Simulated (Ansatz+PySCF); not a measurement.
Values are calculated unless marked as measured or tabulated.
Input for PySCF 2.14.0:

```python
from pyscf import gto, scf, mp

mol = gto.M(atom="""
O 0.000000 0.393000 0.000000
H 0.000000 -0.196500 -0.841980
H 0.000000 -0.196500 0.841980
""", basis='cc-pvtz', charge=1, spin=1)
mf = scf.UHF(mol)
mf.kernel()
pt = mp.MP2(mf, frozen=1).run()
print(mf.e_tot, pt.e_corr, pt.e_tot)
```

The script is written out from the run's settings.

Output:

```yaml
Converged: yes
Reference_energy: -75.65514 hartree
Correlation_energy: -0.20013 hartree
Total_energy: -75.85528 hartree
Spin_squared_of_the_determinant: 0.758
```
